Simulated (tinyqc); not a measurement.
UHF in the sto-3g basis, for H2O+, spin multiplicity 2, step by step. One step of it, computed by the program tinyqc.

Problem. Iteration 1: diagonalisation and new density. Diagonalise F' = X^T F X, C = X C', fill 5 alpha and 4 beta electrons from the bottom; D(s) = C_occ C_occ^T. Each column has its largest component positive (the first on a tie).

F(alpha) (hartree), order 1O 1s, 1O 2s, 1O 2px, 1O 2py, 1O 2pz, 2H 1s, 3H 1s:
$$\begin{pmatrix}
-20.326532 & -5.213450 & 0.000000 & 0.000000 & -0.019035 & -0.458399 & -0.458399 \\
-5.213450 & -2.629667 & 0.000000 & 0.000000 & -0.098664 & -0.600395 & -0.600395 \\
0.000000 & 0.000000 & -0.679305 & 0.000000 & 0.000000 & 0.000000 & 0.000000 \\
0.000000 & 0.000000 & 0.000000 & -0.611391 & 0.000000 & -0.296714 & 0.296714 \\
-0.019035 & -0.098664 & 0.000000 & 0.000000 & -0.610584 & -0.266017 & -0.266017 \\
-0.458399 & -0.600395 & 0.000000 & -0.296714 & -0.266017 & -0.525123 & -0.168796 \\
-0.458399 & -0.600395 & 0.000000 & 0.296714 & -0.266017 & -0.168796 & -0.525123
\end{pmatrix}$$

F(beta) (hartree), order 1O 1s, 1O 2s, 1O 2px, 1O 2py, 1O 2pz, 2H 1s, 3H 1s:
$$\begin{pmatrix}
-20.302055 & -5.175641 & 0.000000 & 0.000000 & -0.019035 & -0.454205 & -0.454205 \\
-5.175641 & -2.449149 & 0.000000 & 0.000000 & -0.098664 & -0.574586 & -0.574586 \\
0.000000 & 0.000000 & 0.200854 & 0.000000 & 0.000000 & 0.000000 & 0.000000 \\
0.000000 & 0.000000 & 0.000000 & -0.563947 & 0.000000 & -0.292678 & 0.292678 \\
-0.019035 & -0.098664 & 0.000000 & 0.000000 & -0.563140 & -0.262591 & -0.262591 \\
-0.454205 & -0.574586 & 0.000000 & -0.292678 & -0.262591 & -0.519783 & -0.164807 \\
-0.454205 & -0.574586 & 0.000000 & 0.292678 & -0.262591 & -0.164807 & -0.519783
\end{pmatrix}$$

X, order 1O 1s, 1O 2s, 1O 2px, 1O 2py, 1O 2pz, 2H 1s, 3H 1s:
$$\begin{pmatrix}
1.022741 & -0.128817 & 0.000000 & 0.000000 & -0.003700 & 0.013136 & 0.013136 \\
-0.128817 & 1.073243 & 0.000000 & 0.000000 & 0.031119 & -0.131810 & -0.131810 \\
0.000000 & 0.000000 & 1.000000 & 0.000000 & 0.000000 & 0.000000 & 0.000000 \\
0.000000 & 0.000000 & 0.000000 & 1.029005 & 0.000000 & -0.104012 & 0.104012 \\
-0.003700 & 0.031119 & 0.000000 & 0.000000 & 1.018868 & -0.080257 & -0.080257 \\
0.013136 & -0.131810 & 0.000000 & -0.104012 & -0.080257 & 1.051355 & -0.036056 \\
0.013136 & -0.131810 & 0.000000 & 0.104012 & -0.080257 & -0.036056 & 1.051355
\end{pmatrix}$$

Give: F' = X^T F X; orbital energies; coefficients C; F' = X^T F X; orbital energies; coefficients C; D(alpha) after iteration 1; D(beta) after iteration 1.

Solution.

F' = X^T F X (alpha) (hartree):
$$\begin{pmatrix}
-19.9522 & -2.6776 & 0.0000 & 0.0000 & -0.0290 & -0.0090 & -0.0090 \\
-2.6776 & -1.6429 & 0.0000 & 0.0000 & -0.0242 & -0.2801 & -0.2801 \\
0.0000 & 0.0000 & -0.6793 & 0.0000 & 0.0000 & 0.0000 & 0.0000 \\
0.0000 & 0.0000 & 0.0000 & -0.5281 & 0.0000 & -0.2327 & 0.2327 \\
-0.0290 & -0.0242 & 0.0000 & 0.0000 & -0.5581 & -0.1808 & -0.1808 \\
-0.0090 & -0.2801 & 0.0000 & -0.2327 & -0.1808 & -0.3531 & -0.0528 \\
-0.0090 & -0.2801 & 0.0000 & 0.2327 & -0.1808 & -0.0528 & -0.3531
\end{pmatrix}$$

orbital energies (alpha) (hartree): MO1 -20.3360, MO2 -1.4259, MO3 -0.7624, MO4 -0.6793, MO5 -0.6698, MO6 -0.1273, MO7 -0.0660

coefficients C (alpha), order 1O 1s, 1O 2s, 1O 2px, 1O 2py, 1O 2pz, 2H 1s, 3H 1s:
$$\begin{pmatrix}
0.9942 & -0.2441 & 0.0000 & 0.0000 & 0.0820 & 0.0910 & 0.0000 \\
0.0241 & 0.9204 & 0.0000 & 0.0000 & -0.3673 & -0.4708 & 0.0000 \\
0.0000 & 0.0000 & 0.0000 & 1.0000 & 0.0000 & 0.0000 & 0.0000 \\
0.0000 & 0.0000 & 0.7528 & 0.0000 & 0.0000 & 0.0000 & 0.7167 \\
0.0021 & 0.1214 & 0.0000 & 0.0000 & 0.8281 & -0.5928 & 0.0000 \\
-0.0033 & 0.1434 & 0.3613 & 0.0000 & 0.2582 & 0.6724 & -0.6867 \\
-0.0033 & 0.1434 & -0.3613 & 0.0000 & 0.2582 & 0.6724 & 0.6867
\end{pmatrix}$$

F' = X^T F X (beta) (hartree):
$$\begin{pmatrix}
-19.9335 & -2.6632 & 0.0000 & 0.0000 & -0.0288 & -0.0098 & -0.0098 \\
-2.6632 & -1.4590 & 0.0000 & 0.0000 & -0.0223 & -0.2773 & -0.2773 \\
0.0000 & 0.0000 & 0.2009 & 0.0000 & 0.0000 & 0.0000 & 0.0000 \\
0.0000 & 0.0000 & 0.0000 & -0.4795 & 0.0000 & -0.2333 & 0.2333 \\
-0.0288 & -0.0223 & 0.0000 & 0.0000 & -0.5099 & -0.1812 & -0.1812 \\
-0.0098 & -0.2773 & 0.0000 & -0.2333 & -0.1812 & -0.3520 & -0.0524 \\
-0.0098 & -0.2773 & 0.0000 & 0.2333 & -0.1812 & -0.0524 & -0.3520
\end{pmatrix}$$

orbital energies (beta) (hartree): MO1 -20.3100, MO2 -1.2783, MO3 -0.7315, MO4 -0.6179, MO5 -0.1005, MO6 -0.0475, MO7 0.2009

coefficients C (beta), order 1O 1s, 1O 2s, 1O 2px, 1O 2py, 1O 2pz, 2H 1s, 3H 1s:
$$\begin{pmatrix}
0.9947 & -0.2332 & 0.0000 & 0.0968 & 0.0989 & 0.0000 & 0.0000 \\
0.0221 & 0.8774 & 0.0000 & -0.4264 & -0.5021 & 0.0000 & 0.0000 \\
0.0000 & 0.0000 & 0.0000 & 0.0000 & 0.0000 & 0.0000 & 1.0000 \\
0.0000 & 0.0000 & 0.7285 & 0.0000 & 0.0000 & 0.7415 & 0.0000 \\
0.0020 & 0.1480 & 0.0000 & 0.8144 & -0.6057 & 0.0000 & 0.0000 \\
-0.0031 & 0.1850 & 0.3841 & 0.2544 & 0.6637 & -0.6742 & 0.0000 \\
-0.0031 & 0.1850 & -0.3841 & 0.2544 & 0.6637 & 0.6742 & 0.0000
\end{pmatrix}$$

D(alpha) after iteration 1, order 1O 1s, 1O 2s, 1O 2px, 1O 2py, 1O 2pz, 2H 1s, 3H 1s:
$$\begin{pmatrix}
1.0547 & -0.2307 & 0.0000 & 0.0000 & 0.0403 & -0.0172 & -0.0172 \\
-0.2307 & 0.9825 & 0.0000 & 0.0000 & -0.1923 & 0.0371 & 0.0371 \\
0.0000 & 0.0000 & 1.0000 & 0.0000 & 0.0000 & 0.0000 & 0.0000 \\
0.0000 & 0.0000 & 0.0000 & 0.5668 & 0.0000 & 0.2720 & -0.2720 \\
0.0403 & -0.1923 & 0.0000 & 0.0000 & 0.7005 & 0.2312 & 0.2312 \\
-0.0172 & 0.0371 & 0.0000 & 0.2720 & 0.2312 & 0.2178 & -0.0433 \\
-0.0172 & 0.0371 & 0.0000 & -0.2720 & 0.2312 & -0.0433 & 0.2178
\end{pmatrix}$$

D(beta) after iteration 1, order 1O 1s, 1O 2s, 1O 2px, 1O 2py, 1O 2pz, 2H 1s, 3H 1s:
$$\begin{pmatrix}
1.0532 & -0.2239 & 0.0000 & 0.0000 & 0.0462 & -0.0216 & -0.0216 \\
-0.2239 & 0.9521 & 0.0000 & 0.0000 & -0.2173 & 0.0537 & 0.0537 \\
0.0000 & 0.0000 & 0.0000 & 0.0000 & 0.0000 & 0.0000 & 0.0000 \\
0.0000 & 0.0000 & 0.0000 & 0.5307 & 0.0000 & 0.2798 & -0.2798 \\
0.0462 & -0.2173 & 0.0000 & 0.0000 & 0.6851 & 0.2346 & 0.2346 \\
-0.0216 & 0.0537 & 0.0000 & 0.2798 & 0.2346 & 0.2465 & -0.0486 \\
-0.0216 & 0.0537 & 0.0000 & -0.2798 & 0.2346 & -0.0486 & 0.2465
\end{pmatrix}$$
